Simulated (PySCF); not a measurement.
# Bond curve of B₂

Set-up: PySCF, no relativity, basis sets B 6-31G(d,p). Energies in eV from B + B in their ground configurations at the same level. All curves are PBE0. state 1: Ms = 1 determinant of mixed spin (⟨S²⟩ near 2.7), unpaired electrons π ↑↑; state 2: Ms = 0 determinant of mixed spin (⟨S²⟩ near 1.7), unpaired electrons π ↑↓, a mixture of terms (⟨Lz²⟩ = 2.0), a second solution, started from another occupation; state 3: ³Πu (triplet), unpaired electrons σ ↑, π ↑, a second solution, started from another occupation; state 4: Ms = 0 determinant of mixed spin (⟨S²⟩ near 1.0), unpaired electrons σ ↓, π ↑, a second solution, started from another occupation.

| R (Å) | state 1 | state 2 | state 3 | state 4 |
| --- | --- | --- | --- | --- |
| 1.349 | -2.381 | -2.086 | -0.391 | -0.199 |
| 1.412 | -2.885 | -2.597 | -1.231 | -1.047 |
| 1.475 | -3.171 | -2.889 | -1.824 | -1.649 |
| 1.522 | -3.275 | -2.998 | -2.141 | -1.972 |
| 1.569 | -3.306 | -3.033 | -2.372 | -2.208 |
| 1.616 | -3.278 | -3.010 | -2.532 | -2.372 |
| 1.679 | -3.172 | -2.910 | -2.657 | -2.503 |
| 1.757 | -2.964 | -2.710 | -2.707 | -2.558 |
| 1.851 | -2.650 | -2.408 | -2.659 | -2.515 |
| 1.977 | -2.197 | -1.974 | -2.486 | -2.343 |

Task: Put a parabola through the three lowest points of the state 1 curve and estimate Re, k and ωe (reduced mass 5.505 u; 1 eV/Å² = 0.16022 mdyn/Å; ωe = 1302.8·√(k/μ) cm⁻¹).

Result: Through R = 1.522, 1.569, 1.616 Å the second-order coefficient is 13.4 eV/Å², so Re ≈ 1.570 Å, k ≈ 4.28 mdyn/Å and ωe ≈ 1149 cm⁻¹. A polynomial fit of higher order to the unrounded PBE0 energies gives Re = 1.568 Å, k = 4.22 mdyn/Å, ωe = 1141 cm⁻¹; anharmonicity and rounding make the difference.

The higher-order fit for each curve: state 1: Re = 1.568 Å, ωe = 1141 cm⁻¹, De = 3.31 eV; state 2: Re = 1.572 Å, ωe = 1129 cm⁻¹, minimum 3.03 eV below the ground-state fragments; state 3: Re = 1.760 Å, ωe = 808 cm⁻¹, minimum 2.71 eV below the ground-state fragments; state 4: Re = 1.764 Å, ωe = 809 cm⁻¹, minimum 2.56 eV below the ground-state fragments.

The state is the lowest determinant that a PBE0 search found; another state may lie lower at other levels.
